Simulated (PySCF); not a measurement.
Molecule: SMILES Fc1ccno1, C₃H₂FNO.

Atom-mapped SMILES (the numbers label the heavy atoms): `[F:1][c:2]1[cH:3][cH:4][n:5][o:6]1`. Hydrogens are named by the atom that carries them.

Spin–spin couplings on one PBE0-D3(BJ)/def2-SVP geometry, PySCF 2.14, gas phase, non-relativistic, equivalent pairs averaged; isotopes ¹⁹F, ¹³C, ¹H, ¹⁵N, ¹⁷O; basis pcJ-1.

Problem. How do the couplings (Hz) change with the functional? Times are CPU seconds on 1 thread of an Arm Neoverse V1, shared host.

Solution. 
```
functional  functions  ¹J(F1,C2)  ¹J(C4,H(C4))  ¹J(C3,H(C3))  ¹J(C2,C3)  ¹J(N5,O6)  ¹J(C3,C4)  ¹J(C2,O6)  core-s
       LDA        182     -377.3         157.2         157.0       83.0      -47.1       42.1       39.6      14
       PBE        182     -394.5         183.2         183.5       95.4      -47.0       52.2       40.2      22
       KT2        182     -417.8         197.3         198.7       83.4      -46.1       43.2       45.6      24
     B3LYP        182     -362.9         198.2         199.1      103.3      -46.9       59.6       33.7      33
      PBE0        182     -360.6         188.5         189.0      100.3      -46.5       57.5       32.8      38
     B97-2        182     -352.4         180.9         181.0       98.5      -44.5       56.9       32.9      40
``` Left out for a near triplet instability: HF/pcJ-1.
